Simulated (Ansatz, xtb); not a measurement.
AlNH2Cl (SMILES [NH2][Al][Cl]): the vertical energy of the quartet above the doublet, rung by rung

The species is AlNH2Cl (5 atoms), meant as a doublet with charge 0. SMILES: `[NH2][Al][Cl]`. The shape is that of a PBE0-D4/def2-TZVP optimisation. This is one conformer, not always the lowest.

Each level gives the vertical energy of the quartet above the doublet (eV). The values are calculated.

```
          level            kind  program  value (eV)
       GFN2-xTB  semi-empirical      xtb        6.98
       GFN0-xTB  semi-empirical      xtb        7.12
       GFN1-xTB  semi-empirical      xtb        8.68
     UHF/STO-3G    Hartree–Fock   Ansatz        6.04
      UHF/3-21G    Hartree–Fock   Ansatz        3.88
UHF/aug-cc-pVDZ    Hartree–Fock   Ansatz        4.05
  USVWN5/STO-3G             LDA   Ansatz        7.21
U-revPBE/STO-3G             GGA   Ansatz        6.97
   UBLYP/STO-3G             GGA   Ansatz           ?
    UPBE/STO-3G             GGA   Ansatz           ?
```

Problem. Estimate the missing values from the other rows.

Solution. As computed at these levels: UBLYP/STO-3G: 7.11 eV; UPBE/STO-3G: 7.01 eV. The values span 3.88 to 8.68 eV. The xTB rows lack spin polarisation, so open shells miss the exchange term that lowers them. Sets with diffuse functions come out lower, a sign that the upper state is spread out (Rydberg-like).
